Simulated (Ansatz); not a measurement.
Two isomers of C4H8S: A = `CC1CCS1`, B = `C[C@H]1C[C@@H]1S`.

Computed with Ansatz on PBE0-D4/def2-TZVP structures; ΔE is electronic, products minus reactants. CBS: MP2 limit from def2 TZ/QZ plus the TZ coupled-cluster correction, frozen cores. DFT in def2-TZVPP. B3LYP here is the variant with VWN-RPA as its local correlation; programs differ in this. One conformer a species, not always the lowest.

Problem. Which isomer does CCSD(T)/CBS put lower? Give the gap. (Estimate.)

Solution. Ansatz gave: A, by 8.7 kcal/mol.

Problem. Give E(B) − E(A) in kcal/mol with PBE-D4, ωB97M-V, CCSD(T)/def2-TZVPP, r2SCAN-D4, PBE0-D4, B3LYP, B3LYP-D4. (Best estimate.)

Solution. The calculation gave: PBE-D4 7.9, ωB97M-V 7.5, CCSD(T)/def2-TZVPP 8.3, r2SCAN-D4 6.7, PBE0-D4 7.7, B3LYP 6.8, B3LYP-D4 7.6. None reverses the order clearly.

Largest T1 diagnostic: 0.010.

In def2-TZVPP, CCSD(T) changes the Hartree–Fock value by +2.0 kcal/mol (the triples alone add +0.5 kcal/mol) and MP2 by +1.4 kcal/mol. The D4 term adds +0.8 kcal/mol with B3LYP and +0.4 kcal/mol with PBE0; it sums over pairs of atoms, weighted by their polarisabilities, and B3LYP, whose exchange is more repulsive, gets the larger term.
